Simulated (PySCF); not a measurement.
# How methods differ on the electron affinity of Li

Li⁻ [He] 2s2 (1S) → Li [He] 2s1 (2S), as a difference of total energies. Computed with PySCF 2.14 in aug-cc-pVTZ-DK, with the spin-free X2C one-electron Hamiltonian (Gaussian nucleus). Correlated levels: valence: 1s2 frozen. The calculations carry no spin-orbit coupling.

| method | electron affinity (eV) |
| --- | --- |
| UHF | -0.124 |
| MP2 (valence) | 0.348 |
| SCS-MP2 (valence) | 0.443 |
| CCSD (valence) | 0.614 |

Errors of the correlated levels include the incompleteness of this basis and the frozen core.

A negative affinity means that the anion lies above the atom at that level of theory.

With two correlated electrons CCSD is exact in that space.

The coupled-cluster amplitudes are large for Li⁻ (T1 above 0.03 or a double amplitude above 0.15), so a single reference is strained.

Task: Which method comes closest to the reference value, and which is furthest?

Result: The reference is 0.618 eV (measured; photodetachment measurements, as compiled on the Wikipedia data page of electron affinities). Closest: CCSD (valence) (error -0.004 eV); furthest: UHF (error -0.742 eV).
